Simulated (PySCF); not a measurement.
For grey tin (α-Sn), Hartree–Fock (GTH pseudopotentials, Gaussian basis; PySCF) gives:

| Quantity | Result |
|---|---|
| equilibrium lattice constant a | 6.506 Å |
| bulk modulus B0 | 53.0 GPa |
| cohesive energy | 1.81 eV/atom |

### Question
What does MP2 in PySCF (GTH pseudopotentials, Gaussian basis) give for the same quantities?

### Answer

- lattice constant a: 6.444 Å (shrinks by 1.0 %)
- bulk modulus: 47.3 GPa (falls by 11 %)
- cohesive energy: 3.71 eV/atom (grows by 1.90 eV/atom)

For comparison: lattice constant a 6.477 Å (measured, static lattice: zero-point anharmonic expansion removed; as tabulated in Mejia-Rodriguez and Trickey (2018), arXiv:1807.09216); bulk modulus 42.8 GPa (measured, 0 K value with the zero-point phonon effect removed; as tabulated in Mejia-Rodriguez and Trickey (2018), arXiv:1807.09216).

Changes are worked out from the printed values.

Unless a cell is named, each level is at its own relaxed cell (Hartree–Fock 34.43, MP2 33.45 Å³/atom).

Levels without +SOC leave out spin–orbit coupling, which shifts energies and cells of such heavy elements.
